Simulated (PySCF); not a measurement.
**Structure from 2D NMR**

Compound of formula C4H8. Correlations simulated from computed shifts and couplings:

HSQC (one-bond C–H):
```csv
δH,δC,"1J(C,H) (Hz)"
5.73,131.8,157
1.80,15.4,132
```

COSY cross peaks (|J| ≥ 2 Hz):
```csv
δH,δH,abs. J (Hz),bonds
5.73,1.80,7.7,3
```

HMBC (two and three bonds, |J| ≥ 2.5 Hz):
```csv
δH,δC [abs. J in Hz]
5.73,15.4 [9.7]
1.80,131.8 [6.6]
```

How the numbers were obtained: shielding tensors at PBE0/pcSseg-1 (GIAO), J couplings at B3LYP/pcJ-1 (without the spin–dipole term), GFN2-xTB geometry, in PySCF (no solvent model, non-relativistic Hamiltonian, averaged over atoms made equivalent by symmetry, fast rotation or ring inversion, a single conformation).

Referencing at the same level of theory: 1H, 13C vs TMS.

Exchangeable hydrogens are left out of these lists, and C,H couplings along chains are those of one rotamer, so weak HMBC peaks may be missing or extra.

**Question.** Assemble the structure.

**Answer.** SMILES C/C=C\C.

Atom-mapped SMILES (the numbers label the heavy atoms): `[CH3:1]/[CH:2]=[CH:3]\[CH3:4]`. Each H is labelled by its parent atom.

- δC 131.8 is C2/C3, an alkene CH (δH 5.73).
- δC 15.4 is C1/C4, an allylic methyl carbon (δH 1.80).
- COSY links 5.73–1.80.

Unscaled 3J(H,H) at this level run about 10 % above measured values. Shifts are as computed. Against solution values, carbons near 30 ppm lie about +3 ppm off and those near 130 ppm about +5 ppm. Of 1211 compounds with measured shifts, 218 miss one by over three times the rms of a fit or turn the order of signals round; such compounds aren't used in these exercises.
